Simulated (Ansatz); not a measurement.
Molecule: triplet methylene, CH$_{2}$ (charge 0, triplet). 
Coordinates optimised at B3LYP-D3(BJ)/def2-TZVP (Ansatz, a first-principles code):
```
C
H 1 1.0782
H 1 1.0782 2 135.03
```
Charge 0, spin multiplicity 3.

Quantity: vertical ionisation energy (to the doublet state of charge +1; each state is the SCF solution reached for its spin), in eV. Valence correlation only, unless marked. UHF or UKS for open shells. Spin-orbit coupling is left out. Non-relativistic. CBS(X,Y): correlation extrapolated as X^-3; Hartree-Fock from the larger set.

CCSD(T)/CBS(aug-cc-pVTZ,aug-cc-pVQZ) (Ansatz) gives 10.40 eV.

Problem. Another calculation gave 10.46 eV. Which level was it?
(A) BHLYP/def2-TZVPD (Ansatz)
(B) r2SCAN/def2-TZVPD (Ansatz)
(C) CAM-B3LYP/def2-TZVPD (Ansatz)

Solution. C, CAM-B3LYP/def2-TZVPD (Ansatz). The others give 10.23 (BHLYP), 10.65 (r2SCAN) eV.
